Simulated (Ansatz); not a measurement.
`O=C1C=CCO1`. Total charge 0; spin multiplicity 1. The structure was optimised at the PBE0-D4/def2-TZVP level.

```xyz
10

O     2.294   -0.255    1.116
C     1.217   -0.156    0.611
C     0.737    0.778   -0.426
C    -0.539    0.512   -0.674
C    -0.972   -0.619    0.190
O     0.170   -0.967    0.947
H     1.373    1.530   -0.866
H    -1.196    1.006   -1.378
H    -1.785   -0.340    0.870
H    -1.299   -1.489   -0.390
```

(1) What is the dipole moment at r2SCAN/def2-TZVPP? (An estimate is asked.)

(2) And with PBE, B3LYP, ωB97M-V? (Best estimate.)

(3) Give the Mulliken charges with r2SCAN, B3LYP, PBE in def2-TZVPP. (An estimate is asked.)

## Answers

(1) Computed: 4.94 D, with components (-3.99, 1.21, -2.65) D in this frame, pointing from negative to positive charge.

(2) Ansatz gave: PBE 4.77 D, B3LYP 5.01 D, ωB97M-V 5.01 D.

(3) Ansatz gave: 
```json
{"atom": "O1", "r2SCAN": "-0.31", "B3LYP": "-0.28", "PBE": "-0.24"}
{"atom": "C2", "r2SCAN": "0.33", "B3LYP": "0.28", "PBE": "0.20"}
{"atom": "C3", "r2SCAN": "-0.19", "B3LYP": "-0.19", "PBE": "-0.16"}
{"atom": "C4", "r2SCAN": "-0.09", "B3LYP": "-0.13", "PBE": "-0.12"}
{"atom": "C5", "r2SCAN": "0.18", "B3LYP": "0.08", "PBE": "0.06"}
{"atom": "O6", "r2SCAN": "-0.25", "B3LYP": "-0.24", "PBE": "-0.17"}
{"atom": "H7", "r2SCAN": "0.12", "B3LYP": "0.15", "PBE": "0.13"}
{"atom": "H8", "r2SCAN": "0.11", "B3LYP": "0.14", "PBE": "0.12"}
{"atom": "H9", "r2SCAN": "0.06", "B3LYP": "0.10", "PBE": "0.09"}
{"atom": "H10", "r2SCAN": "0.06", "B3LYP": "0.10", "PBE": "0.09"}
```

B3LYP here is the variant with VWN-RPA as its local correlation; programs differ in this.
